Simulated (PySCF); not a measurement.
Continuum solvent and chemical shifts

Atoms are numbered as in `[CH3:1][SiH2:2][F:3]`. Hydrogens are named by the atom that carries them.

GIAO PBE0/pcSseg-1 in PySCF 2.14.0 with density-fitted response routines on one PBE0-D3(BJ)/def2-SVP conformer, non-relativistic, equivalent nuclei averaged. Solvents enter as an IEF-PCM continuum (chloroform with ε = 4.7, dichloromethane with ε = 8.9) around the gas-phase geometry. Shifts are referred to TMS, CFCl3 computed in the same medium.

Gas phase, δ in ppm: C1 -3.5, Si2 10.6, F3 -210.7, H(Si2) 5.14, H(C1) 0.51. Dipole moment 1.92 D.

**Question.** How does each δ change in the continuum?

**Answer.** 
```csv
atoms,environment,"Δδ, chloroform","Δδ, dichloromethane"
C1,methyl carbon bonded to Si,+2.4,+2.5
Si2,"silicon bonded to C, F, 2 H",+2.5,+3.0
F3,fluorine bonded to Si,-5.6,-5.6
H(Si2),"hydrogen on a silicon bonded to C, F",-0.01,-0.01
H(C1),hydrogen on a methyl carbon bonded to Si,+0.01,+0.03
```

Changes are relative to the gas phase. The dipole moment becomes 2.16 D in chloroform, 2.21 D in dichloromethane.

**Question.** Which nuclei move most (in ppm), and what does the model miss?

**Answer.** F3 (fluorine bonded to Si, -5.6 ppm) in dichloromethane. A continuum only polarises the solute; specific hydrogen bonds, the anisotropy of aromatic solvents and changes of geometry or conformer are outside it.
